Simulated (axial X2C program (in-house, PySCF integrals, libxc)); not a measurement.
# Spin–orbit effects down a group: molecules with F, CCSD(T)

All values come from calculations with an axial X2C code built on PySCF integrals, spin-free (one-electron X2C) or two-component (2c: spin–orbit coupling with atomic mean-field Coulomb and Gaunt terms, which also bring small scalar terms), in Dyall basis sets with cores contracted in-house; open shells are unrestricted.

Basis sets: F dyall-av3z, H dyall-v3z, Li dyall-cv3z, Na dyall-cv3z. Frozen shells (counts by l): HF F 1s, H none, 8 electrons correlated; LiF F 1s, Li 1s, 8 electrons correlated; NaF Na 2s1p, F 1s, 8 electrons correlated. Coupled cluster in natural virtuals with an MP2 remainder. Where the outer core of a metal is frozen, bonds come out longer and ionisation energies lower.

| molecule | spin-free state | Re (Å) | ωe (cm⁻¹) | De (eV) | 2c state | Re 2c (Å) | ωe 2c (cm⁻¹) | De 2c (eV) |
| --- | --- | --- | --- | --- | --- | --- | --- | --- |
| HF | M_S = 0, Λ = 0 | 0.921 | 4111.3 | 6.01 | Ω = 0 | 0.921 | 4111.3 | 5.99 |
| LiF | M_S = 0, Λ = 0 | 1.581 | 889.2 | 5.85 | Ω = 0 | 1.581 | 889.0 | 5.83 |
| NaF | M_S = 0, Λ = 0 | 1.952 | 517.9 | 4.89 | Ω = 0 | 1.952 | 517.9 | 4.87 |

(1) Work out the shifts from the spin-free to the two-component result.

Each entry is the lowest single determinant of a limited PBE0 search at one distance. De goes to single-determinant-based atoms at the same level (for ions the charge split of lowest energy) and is withheld (n/a) where an atom does not fit its ground term or J level. Main or longest-lived isotopes.

Results:

(1) 

```
molecule  2c state  ΔRe (Å)  Δωe (cm⁻¹)  ΔDe (eV)
      HF     Ω = 0    0.000         0.0     -0.02
     LiF     Ω = 0    0.000        -0.2     -0.02
     NaF     Ω = 0    0.000         0.0     -0.02
```

Shifts of one unit in the last digit are rounding.
